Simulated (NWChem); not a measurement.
**C2H7Al (SMILES [CH3][AlH][CH3]) at B3LYP/6-31G(d) (spherical functions)**

Aim: a geometry optimisation of C2H7Al. 

The calculation is run with NWChem 7.3.0.

## 1. Starting point

C2H7Al: 10 atoms, total charge 0, spin state singlet. As SMILES, `[CH3][AlH][CH3]`. Geometry: relaxed at PBE0-D4/def2-TZVP. The run starts from this shape.

Bond lengths: C1–Al2 1.954 Å, Al2–C3 1.954 Å, C1–H4 1.095 Å, C1–H5 1.092 Å, C1–H6 1.096 Å, Al2–H7 1.595 Å, C3–H8 1.093 Å, C3–H9 1.095 Å, C3–H10 1.096 Å. Some angles: C1–Al2–C3 121.2°, C1–Al2–H7 120.2°, C3–Al2–H7 118.5°, Al2–C1–H4 111.1°, Al2–C1–H5 113.4°, Al2–C1–H6 110.4°, Al2–C3–H8 113.4°, Al2–C3–H9 111.0°, Al2–C3–H10 110.5°, H4–C1–H5 108.0°.

## 2. A geometry optimisation at B3LYP/6-31G(d) (spherical functions)

m1.nw

```
start m1
title "C2H7Al"
memory total 2200 mb

geometry
C       -1.219100       0.923600      -0.783300
Al       0.496800       0.021800      -0.536400
C        0.903900      -0.949000       1.109700
H       -2.054000       0.233200      -0.621200
H       -1.337000       1.368500      -1.773800
H       -1.340300       1.723700      -0.043600
H        1.605700       0.078800      -1.681200
H        0.069000      -0.980000       1.814000
H        1.201900      -1.980900       0.894300
H        1.756300      -0.490900       1.624500
end

basis spherical bse
* library 6-31G*
end

dft
xc b3lyp
grid fine
convergence energy 1e-07
iterations 100
mulliken
print low
end

driver
maxiter 60
end

freq
temp 3 298.15 400 700
end

task dft optimize
task dft frequencies
```

Started as:

```bash
nwchem m1.nw > m1.out
```

Q: Predict the results. Wanted: total energy at the end; lowest harmonic wavenumber; highest harmonic wavenumber.

Answer, from the run:

Level: B3LYP/6-31G* (spherical functions).

| quantity | value |
| --- | --- |
| total energy at the end | -322.85853 Eh |
| lowest harmonic wavenumber | 36i cm⁻¹ (imaginary) |
| highest harmonic wavenumber | 3114 cm⁻¹ |

What this shows: At the final geometry: Bond lengths: C1–Al2 1.971 Å, Al2–C3 1.971 Å, C1–H4 1.099 Å, C1–H5 1.096 Å, C1–H6 1.100 Å, Al2–H7 1.599 Å, C3–H8 1.096 Å, C3–H9 1.099 Å, C3–H10 1.099 Å. Some angles: C1–Al2–C3 122.2°, C1–Al2–H7 119.7°, C3–Al2–H7 118.1°, Al2–C1–H4 111.6°, Al2–C1–H5 112.9°, Al2–C1–H6 111.1°, Al2–C3–H8 113.8°, Al2–C3–H9 111.0°, Al2–C3–H10 110.7°, H4–C1–H5 107.7°. 1 mode is imaginary (lowest 36i cm⁻¹); so small a value may be numerical noise or a very soft motion. The optimisation took 8 steps and changed the energy by -0.007 eV. Mulliken charges run from -0.71 on C1 to +0.58 on Al2; they depend strongly on the basis.
